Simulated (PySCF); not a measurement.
Molecule: `CC(=S)N(C)C`, C4H9NS.

Mapped SMILES: `[CH3:1][C:2](=[S:3])[N:4]([CH3:5])[CH3:6]`; H(Xn) means a hydrogen on atom n.

Geometry PBE0-D3(BJ)/def2-SVP throughout; GIAO in PySCF 2.14, gas phase, one conformer, non-relativistic; equivalent atoms averaged; functional PBE0.

For orientation, STO-3G gives these absolute shieldings σ: C2 88.6, C6 196.5, C5 196.8, C1 205.3, S3 19.6, N4 227.6, H(C5) 30.01, H(C6) 30.36, H(C1) 30.80 ppm.

A run gave: C2 -19.7, C6 148.1, C5 145.6, C1 152.8, S3 169.3, N4 110.4, H(C5) 27.84, H(C6) 28.43, H(C1) 28.92 ppm (absolute shieldings σ).

Which basis set was used in that run?
A. pcSseg-1
B. def2-SVP
C. 6-31G
D. 6-311+G(2d,p)

Results:

D. C2 tells them apart best: 6-311+G(2d,p) gives -19.7, def2-SVP gives -4.9, pcSseg-1 gives -23.3, 6-31G gives 1.7 ppm.
